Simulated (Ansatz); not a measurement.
We consider 2H MoSe₂, described by PBE-D3(BJ) (plane waves, PAW; Ansatz, an electronic-structure program).

Rigid layers of the crystal as relaxed at this level are moved apart or together:

```csv
run,k mesh,layer repeat (Å),energy against free layers (meV/Å²),gap on the mesh (eV)
1,12×12×4,6.165,-33.68,0.586
2,12×12×4,6.315,-35.27,0.727
3,12×12×4,6.465,-35.06,0.858
4,12×12×4,6.665,-33.17,1.016
5,12×12×4,6.965,-28.81,1.221
6,12×12×4,7.465,-21.25,1.365
7,12×12×2,8.465,-10.90,1.502
8,12×12×2,10.465,-3.37,1.569
```

The lowest energy of these points lies at a layer repeat of 6.31 Å.

Spin–orbit coupling is not included.
